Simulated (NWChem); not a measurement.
## Correlation energy of Cl (+1)

```
Cl
```
Charge +1, spin multiplicity 3.

Program: NWChem.

Basis set: cc-pVQZ. Each correlation energy counts from its own Hartree-Fock reference.

The correlated methods keep 5 core orbitals frozen. No SCF solution was tested for a lower state. Open-shell Hartree-Fock references start from PBE0 orbitals. No row is a measurement; the coupled-cluster row has its own basis-set and correlation limits.

For the correlation energy, URI-MP2 gives -135.4 mHa and UMP2 gives -135.4 mHa. What do SCS-UMP2, CCSD on ROHF, CCSD[T] on ROHF give?

SCS-UMP2: -136.6 mHa; CCSD on ROHF: -164.8 mHa; CCSD[T] on ROHF: -170.4 mHa.
